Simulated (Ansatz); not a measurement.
**C₂H₇B (SMILES CBC): functionals against CCSD(T) at one geometry**

The task here is to estimate one member of a computed series from the others.

Method: single points in def2-TZVPP; program: Ansatz 0.2.0, Gaussian basis.

Cores are frozen in the correlated methods.

**The system as given**

10 atoms, charge 0, spin multiplicity 1.

Atoms are counted from 1 here; the program's logs count them from 0.

Bond lengths: C1–B2 1.522 Å, C1–H4 1.019 Å, C1–H5 1.160 Å, C1–H6 1.053 Å, B2–C3 1.578 Å, B2–H7 1.201 Å, C3–H8 1.084 Å, C3–H9 1.024 Å, C3–H10 1.006 Å. Angles: B2–C1–H4 115.5°, B2–C1–H5 107.4°, B2–C1–H6 117.7°, H4–C1–H5 99.0°, H4–C1–H6 110.4°, H5–C1–H6 104.3°, C1–B2–C3 127.7°, C1–B2–H7 113.8°, C3–B2–H7 117.5°, B2–C3–H8 105.4°, B2–C3–H9 114.4°, B2–C3–H10 115.8°, H8–C3–H9 107.9°, H8–C3–H10 109.1°, H9–C3–H10 104.1°.

Coordinates:

```
C    -0.9989    0.7459   -0.5546
B     0.1224   -0.2786   -0.4505
C     0.9820   -0.6426    0.8220
H    -1.8920    0.3869   -0.8905
H    -0.7428    1.4529   -1.4378
H    -1.1478    1.3932    0.2630
H     0.2011   -1.0094   -1.4004
H     0.7838   -1.6915    1.0124
H     0.7329   -0.1176    1.6653
H     1.9745   -0.5055    0.7328
```

Set-up of the first run:

File run/in.yaml:

```yaml
crystal:
  periodic: [false, false, false]
  atoms:
    - {symbol: C, position_ang: [-0.998900, 0.745900, -0.554600]}
    - {symbol: B, position_ang: [0.122400, -0.278600, -0.450500]}
    - {symbol: C, position_ang: [0.982000, -0.642600, 0.822000]}
    - {symbol: H, position_ang: [-1.892000, 0.386900, -0.890500]}
    - {symbol: H, position_ang: [-0.742800, 1.452900, -1.437800]}
    - {symbol: H, position_ang: [-1.147800, 1.393200, 0.263000]}
    - {symbol: H, position_ang: [0.201100, -1.009400, -1.400400]}
    - {symbol: H, position_ang: [0.783800, -1.691500, 1.012400]}
    - {symbol: H, position_ang: [0.732900, -0.117600, 1.665300]}
    - {symbol: H, position_ang: [1.974500, -0.505500, 0.732800]}
basis:
  gaussian: {orbitals: def2-TZVPP}
correlation: {method: ccsd_t}
output: {forces: true}
```

The command line of these runs was not kept.

Among the steps run: CCSD(T)/def2-TZVPP; PBE0-D4/def2-TZVPP; wB97M-V/def2-TZVPP; r2SCAN-D4/def2-TZVPP; PBE-D4/def2-TZVPP; LC-wPBE/def2-TZVPP; B97M-V/def2-TZVPP.

One of the session's tables, all rows but one given; the rest of the session is left out.

```
   method  RMS force component (eV/Å)  angle to CCSD(T) forces (°)  dipole (D)
  CCSD(T)                       1.466                    reference        0.49
  PBE0-D4                       1.485                          3.8        0.53
  wB97M-V                       1.454                          2.5        0.54
r2SCAN-D4                           ?                            ?           ?
   PBE-D4                       1.531                          6.5        0.56
  LC-wPBE                       1.492                          3.3        0.52
   B97M-V                       1.419                          5.3        0.61
```

Estimate the missing values for r2SCAN-D4.

As computed: RMS force component (eV/Å): 1.470; angle to CCSD(T) forces (°): 4.0; dipole (D): 0.56. In the column «RMS force component (eV/Å)» it lies between CCSD(T) (1.466) and PBE0-D4 (1.485).
